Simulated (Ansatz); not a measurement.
# CHBSi: the cost of one run

Computed with Ansatz 0.2.0, Gaussian basis. Level: def2-QZVPP, core rule «outside noble gas», up to 7 orbitals frozen.

To be run: UHF; ROHF; CCSD(T) on UHF.

9 further runs of the same task are left out: 1 that didn't finish, 8 set aside as unsound or not needed.

**1. The geometry**

The geometry is a PBE0/def2-TZVP stationary point (not a proven minimum) of the parent state, kept for this charge and spin.

4 atoms, charge 0, spin multiplicity 5.

Atoms are counted from 1 here; the program's logs count them from 0.

Bond lengths: B1–Si2 1.833 Å, B1–H4 1.178 Å, Si2–C3 1.800 Å. Angles: Si2–B1–H4 180.0°, B1–Si2–C3 180.0°.

**2. UHF**

in.yaml reads:

```yaml
crystal:
  periodic: [false, false, false]
  atoms:
    - {symbol: B, position_ang: [0.000000, 0.000000, 1.071900]}
    - {symbol: Si, position_ang: [0.000000, 0.000000, -0.760700]}
    - {symbol: C, position_ang: [0.000000, 0.000000, -2.560900]}
    - {symbol: H, position_ang: [0.000000, 0.000000, 2.249700]}
basis:
  gaussian: {orbitals: "def2-QZVPP.json"}
magnetization: {spin_polarized: true, initial_magnetization: 4}
hamiltonian: {xc: hf}
output: {orbitals: {seedname: orbitals}}
```

On the command line:

```
ansatz run in.yaml --threads 1 --pin off --events-out ev --progress --plain --max-ram 2393MiB
```

What time and memory should one allow on 1 thread of Arm Neoverse V2, shared host?

About 15 s, with a peak of 0.48 GiB.
